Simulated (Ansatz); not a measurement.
Base system: GaN in the wurtzite structure (space group P6_3mc, No. 186).

```
GaN
1.0
    3.18330     0.00000     0.00000
   -1.59165     2.75682     0.00000
    0.00000     0.00000     5.18388
Ga N
2 2
Cartesian
  1.59165   0.91894   0.00512
  0.00000   1.83788   2.59706
  1.59165   0.91894   3.23584
  0.00000   1.83788   0.64390
```

Calculations: Kohn–Sham DFT with the r2SCAN functional, run in Ansatz (a program for electronic structure) with PAW and 500 eV plane waves, no SOC, earlier PAW set.

The change: Al takes the place of Ga on all its sites; the structure is relaxed again.

Measured band gap: GaN 3.68 eV (static lattice; corrected from measurement; as listed in Wei Chen et al., Physical Review Materials (2018)); AlN 6.51 eV (static lattice; corrected from measurement; as listed in Martin Feneberg et al., Physical Review B (2010)).

Measured lattice parameter a: GaN 3.189 Å (room temperature; as listed in M J Lucero, T M Henderson, G E Scuseria, Journal of Physics Condensed Matter (2012)); AlN 3.1113 Å (0 K or low temperature; as listed in arXiv:1206.3780).

How well does r2SCAN reproduce the measured shift?

With r2SCAN the band gap moves by +2.52 eV (2.35 → 4.87) against +2.83 eV measured; the lattice parameter a moves by -0.077 Å (3.183 → 3.107) against -0.078 Å measured.

Stability against distortions was not tested.
